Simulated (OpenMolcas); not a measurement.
# N12/ANO-RCC-VTZP (DKH3, Cholesky decomposition, population LoProp) run of PH3 (SMILES P)

Aim: the energy change on altering one bond length of PH3 at N12/ANO-RCC-VTZP (DKH3, Cholesky decomposition, population LoProp), from 2 runs. 

The results are computed with OpenMolcas 26.06.

8 further runs of the same task are left out: 1 that didn't finish, 7 set aside as unsound or not needed.

## 1. The structure to begin with

The species is PH3 (4 atoms), meant as a singlet with charge 0. As SMILES, `P`. The shape is that of a PBE0-D4/def2-TZVP optimisation.

Bond lengths: P1–H2 1.420 Å, P1–H3 1.420 Å, P1–H4 1.420 Å. Angles: H2–P1–H3 93.1°, H2–P1–H4 93.1°, H3–P1–H4 93.1°.

## 2. The charge distribution at N12/ANO-RCC-VTZP (DKH3, Cholesky decomposition, population LoProp)

File mol.inp:

```
* H3P Kohn-Sham DFT
>>> EXPORT MOLCAS_PRINT=2

&GATEWAY
  Coord
  4
  bohr
  P      0.65384524    -0.61699558    -0.62890085
  H      1.19222821    -0.06425069     1.94074873
  H     -1.90011962    -1.25288842    -0.10809233
  H      0.05423514     1.93413469    -1.20356657
  Basis=ANO-RCC-VTZP
  Group=NoSym

&SEWARD
  Medium
  Relativistic=R03O02
  Expert

&SCF
  KSDFT=2
  1.0 GGA_X_N12
  1.0 GGA_C_N12
  PrOrbitals=1

&LOPROP
```

Run with:

```sh
export MOLCAS_MEM=1860
pymolcas mol.inp > mol.log
```

What it wrote:

```text
--- Start Module: gateway ---
[...]
--- Stop Module: gateway /rc=_RC_ALL_IS_WELL_ ---
[...]
 ###    WARNING:  EXPERT option is ON!                                       ###
 ###############################################################################
               SEWARD will generate:
[...]
      Basis functions           76
[...]
--- Start Module: scf ---
[...]
       Convergence after  10 Iterations
[...]
::    Total KS-DFT energy                            -343.9196907447
[...]
--- Stop Module: scf /rc=_RC_ALL_IS_WELL_ ---
[...]
--- Start Module: loprop ---
[...]
       Convergence after   7 Iterations
[...]
::    Total KS-DFT energy                            -343.9195568758
[...]
       Convergence after   7 Iterations
[...]
::    Total KS-DFT energy                            -343.9198464657
[...]
       Convergence after   7 Iterations
[...]
::    Total KS-DFT energy                            -343.9195652288
[...]
       Convergence after   7 Iterations
[...]
::    Total KS-DFT energy                            -343.9198493072
[...]
       Convergence after   7 Iterations
[...]
::    Total KS-DFT energy                            -343.9195624083
[...]
      Total spin, S                                     0.0000000000
[...]
      Total electronic charge=   18.000000
      Total            charge=   -0.000000
[...]
      Dipole Moment (debye):
      Origin of the operator (angstrom)=    0.3050   -0.2878   -0.2933
                   X= -3.7743E-01               Y=  3.5618E-01               Z=  2.8777E-01           Total=  5.9340E-01
      Quadrupole Moment (debye*angstrom):
[...]
--- Stop Module: loprop /rc=_RC_ALL_IS_WELL_ ---
[...]
```

Wall time 25 s (1 thread of Arm Neoverse V1, shared host); peak memory 0.18 GiB.

Atomic charges (e):

| atom | Mulliken | program's own |
| --- | --- | --- |
| P1 | -0.412 | -0.059 |
| H2 | +0.138 | +0.020 |
| H3 | +0.137 | +0.020 |
| H4 | +0.137 | +0.020 |

## 3. The distorted shape at the same level

File mol.input:

```
* H3P Kohn-Sham DFT

&GATEWAY
  COORD
  4
  bohr
  P      1.29231945    -0.45802615    -0.75909920
  H      1.83070242     0.09471874     1.81055038
  H     -1.90011962    -1.25288842    -0.10809233
  H      0.69270935     2.09310412    -1.33376492
  BASIS=ANO-RCC-VTZP
  GROUP=NoSym

&SEWARD
  MEDIUM
  RELATIVISTIC=R03O02
  EXPERT

&SCF
  KSDFT=2
  1.0 GGA_X_N12
  1.0 GGA_C_N12
  PRORBITALS=1

&LOPROP
```

Run with:

```sh
export MOLCAS_MEM=1860
pymolcas mol.input > mol.log
```

What it wrote:

```text
--- Start Module: gateway ---
[...]
--- Stop Module: gateway /rc=_RC_ALL_IS_WELL_ ---
[...]
 ###    WARNING:  EXPERT option is ON!                                       ###
 ###############################################################################
               SEWARD will generate:
[...]
      Basis functions           76
[...]
--- Start Module: scf ---
[...]
       Convergence after  10 Iterations
[...]
::    Total KS-DFT energy                            -343.8895259603
[...]
--- Stop Module: scf /rc=_RC_ALL_IS_WELL_ ---
[...]
--- Start Module: loprop ---
[...]
       Convergence after   8 Iterations
[...]
::    Total KS-DFT energy                            -343.8895368934
[...]
       Convergence after   8 Iterations
[...]
::    Total KS-DFT energy                            -343.8897261596
[...]
       Convergence after   8 Iterations
[...]
::    Total KS-DFT energy                            -343.8893575017
[...]
       Convergence after   8 Iterations
[...]
::    Total KS-DFT energy                            -343.8896618830
[...]
       Convergence after   8 Iterations
[...]
::    Total KS-DFT energy                            -343.8894213615
[...]
      Total spin, S                                     0.0000000000
[...]
      Total electronic charge=   18.000000
      Total            charge=   -0.000000
[...]
      Dipole Moment (debye):
      Origin of the operator (angstrom)=    0.6328   -0.2062   -0.3602
                   X= -1.7454E-02               Y=  4.6864E-01               Z=  2.2604E-01           Total=  5.2059E-01
      Quadrupole Moment (debye*angstrom):
[...]
--- Stop Module: loprop /rc=_RC_ALL_IS_WELL_ ---
[...]
```

It took 26 s on 1 thread of Arm Neoverse V1, shared host; peak memory 0.18 GiB.

Atomic charges (e):

| atom | Mulliken | program's own |
| --- | --- | --- |
| P1 | -0.282 | -0.065 |
| H2 | +0.142 | +0.024 |
| H3 | -0.002 | +0.018 |
| H4 | +0.142 | +0.024 |

## 4. What came out

At N12/ANO-RCC-VTZP (DKH3, Cholesky decomposition, population LoProp):

```
                                                         quantity          value
                                        first shape: total energy  -343.91969 Eh
                                       first shape: dipole moment         0.64 D
                                         first shape: HOMO energy       -6.59 eV
                                         first shape: LUMO energy       -0.90 eV
                                       first shape: HOMO–LUMO gap        5.68 eV
                          first shape: mean static polarisability     30.2 bohr³
                                    distorted shape: total energy  -343.88953 Eh
                                   distorted shape: dipole moment         0.56 D
                                     distorted shape: HOMO energy       -6.69 eV
                                     distorted shape: LUMO energy       -1.72 eV
                                   distorted shape: HOMO–LUMO gap        4.97 eV
                      distorted shape: mean static polarisability     34.1 bohr³
energy change with the P1–H3 bond stretched from 1.420 to 1.775 Å       0.821 eV
```

In words: With the P1–H3 bond stretched from 1.420 to 1.775 Å the energy rises by 0.82 eV (18.9 kcal/mol). The first shape isn't relaxed at this level, so the change isn't measured from a minimum. Mulliken charges (distorted shape) run from -0.28 on P1 to +0.14 on H2; they depend strongly on the basis.
